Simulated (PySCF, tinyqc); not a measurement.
Inside a calculation. Method: LCCD on RHF in the sto-3g basis, frozen core, for LiH, spin multiplicity 1. The lowest restricted solution is unstable here: a spin-polarised one lies 0.0179 hartree lower (PySCF). One step of it, computed by the program tinyqc.

Question. Iteration 1: building the Fock matrix. J_ij = sum D_kl (ij|kl), K_ij = sum D_kl (ik|jl); F = H + J - 0.5 K; E = tr D H + tr D J / 2 - 0.25 tr D K + E_nn.

D at the start, order 1Li 1s, 1Li 2s, 1Li 2px, 1Li 2py, 1Li 2pz, 2H 1s:
$$\begin{pmatrix}
2.075347 & -0.223628 & 0.000000 & 0.000000 & 0.005128 & -0.022897 \\
-0.223628 & 1.015155 & 0.000000 & 0.000000 & -0.007580 & 0.093365 \\
0.000000 & 0.000000 & 0.000000 & 0.000000 & 0.000000 & 0.000000 \\
0.000000 & 0.000000 & 0.000000 & 0.000000 & 0.000000 & 0.000000 \\
0.005128 & -0.007580 & 0.000000 & 0.000000 & 0.002731 & 0.049219 \\
-0.022897 & 0.093365 & 0.000000 & 0.000000 & 0.049219 & 0.942566
\end{pmatrix}$$

core Hamiltonian H = T + V (hartree), order 1Li 1s, 1Li 2s, 1Li 2px, 1Li 2py, 1Li 2pz, 2H 1s:
$$\begin{pmatrix}
-4.627786 & -1.038038 & 0.000000 & 0.000000 & -0.007236 & -0.048487 \\
-1.038038 & -1.320758 & 0.000000 & 0.000000 & -0.078338 & -0.318373 \\
0.000000 & 0.000000 & -1.074478 & 0.000000 & 0.000000 & 0.000000 \\
0.000000 & 0.000000 & 0.000000 & -1.074478 & 0.000000 & 0.000000 \\
-0.007236 & -0.078338 & 0.000000 & 0.000000 & -1.131618 & -0.452460 \\
-0.048487 & -0.318373 & 0.000000 & 0.000000 & -0.452460 & -1.131628
\end{pmatrix}$$

Two-electron integrals (ij|kl) in chemists' order, unique and non-zero (hartree):
```
(11|11) 1.680395   (21|11) 0.265420   (21|21) 0.049941   (22|11) 0.397727
(22|21) 0.092860   (22|22) 0.290562   (31|31) 0.008981   (32|31) 0.013788
(32|32) 0.064184   (33|11) 0.396640   (33|21) 0.092880   (33|22) 0.290497
(33|33) 0.312946   (41|41) 0.008981   (42|41) 0.013788   (42|42) 0.064184
(43|43) 0.016869   (44|11) 0.396640   (44|21) 0.092880   (44|22) 0.290497
(44|33) 0.279207   (44|44) 0.312946   (51|51) 0.008981   (52|51) 0.013788
(52|52) 0.064184   (53|53) 0.016869   (54|54) 0.016869   (55|11) 0.396640
(55|21) 0.092880   (55|22) 0.290497   (55|33) 0.279207   (55|44) 0.279207
(55|55) 0.312946   (61|11) 0.011221   (61|21) 0.002150   (61|22) 0.004162
(61|33) 0.004106   (61|44) 0.004106   (61|51) 0.000303   (61|52) 0.000597
(61|55) 0.004278   (61|61) 0.000105   (62|11) 0.060896   (62|21) 0.014555
(62|22) 0.053166   (62|33) 0.049988   (62|44) 0.049988   (62|51) 0.002167
(62|52) 0.016907   (62|55) 0.059471   (62|61) 0.000780   (62|62) 0.021261
(63|31) 0.000730   (63|32) 0.004292   (63|53) 0.002100   (63|63) 0.000968
(64|41) 0.000730   (64|42) 0.004292   (64|54) 0.002100   (64|64) 0.000968
(65|11) 0.086571   (65|21) 0.020782   (65|22) 0.077485   (65|33) 0.072221
(65|44) 0.072221   (65|51) 0.003327   (65|52) 0.026215   (65|55) 0.087940
(65|61) 0.001131   (65|62) 0.032866   (65|65) 0.051006   (66|11) 0.221673
(66|21) 0.053443   (66|22) 0.213578   (66|33) 0.196683   (66|44) 0.196683
(66|51) 0.007215   (66|52) 0.074267   (66|55) 0.247171   (66|61) 0.002852
(66|62) 0.114996   (66|65) 0.181503   (66|66) 0.774606
```

nuclear repulsion = 0.66507400 hartree

Give: Coulomb J; exchange K; Fock matrix F; total energy of this density.

Answer.

Coulomb J (hartree), order 1Li 1s, 1Li 2s, 1Li 2px, 1Li 2py, 1Li 2pz, 2H 1s:
$$\begin{pmatrix}
4.0018 & 0.6781 & 0.0000 & 0.0000 & 0.0074 & 0.0295 \\
0.6781 & 1.2983 & 0.0000 & 0.0000 & 0.0749 & 0.2893 \\
0.0000 & 0.0000 & 1.2789 & 0.0000 & 0.0000 & 0.0000 \\
0.0000 & 0.0000 & 0.0000 & 1.2789 & 0.0000 & 0.0000 \\
0.0074 & 0.0749 & 0.0000 & 0.0000 & 1.3299 & 0.4311 \\
0.0295 & 0.2893 & 0.0000 & 0.0000 & 0.4311 & 1.4219
\end{pmatrix}$$

exchange K (hartree), order 1Li 1s, 1Li 2s, 1Li 2px, 1Li 2py, 1Li 2pz, 2H 1s:
$$\begin{pmatrix}
3.4194 & 0.5462 & 0.0000 & 0.0000 & 0.0027 & 0.0273 \\
0.5462 & 0.3882 & 0.0000 & 0.0000 & 0.0413 & 0.1881 \\
0.0000 & 0.0000 & 0.0796 & 0.0000 & 0.0000 & 0.0000 \\
0.0000 & 0.0000 & 0.0000 & 0.0796 & 0.0000 & 0.0000 \\
0.0027 & 0.0413 & 0.0000 & 0.0000 & 0.1400 & 0.2124 \\
0.0273 & 0.1881 & 0.0000 & 0.0000 & 0.2124 & 0.7904
\end{pmatrix}$$

Fock matrix F (hartree), order 1Li 1s, 1Li 2s, 1Li 2px, 1Li 2py, 1Li 2pz, 2H 1s:
$$\begin{pmatrix}
-2.3357 & -0.6331 & 0.0000 & 0.0000 & -0.0012 & -0.0327 \\
-0.6331 & -0.2165 & 0.0000 & 0.0000 & -0.0241 & -0.1231 \\
0.0000 & 0.0000 & 0.1647 & 0.0000 & 0.0000 & 0.0000 \\
0.0000 & 0.0000 & 0.0000 & 0.1647 & 0.0000 & 0.0000 \\
-0.0012 & -0.0241 & 0.0000 & 0.0000 & 0.1283 & -0.1276 \\
-0.0327 & -0.1231 & 0.0000 & 0.0000 & -0.1276 & -0.1049
\end{pmatrix}$$

total energy of this density = -7.618604 hartree

This density is the starting one; it is not idempotent, so its energy is not variational and may lie below the converged one.
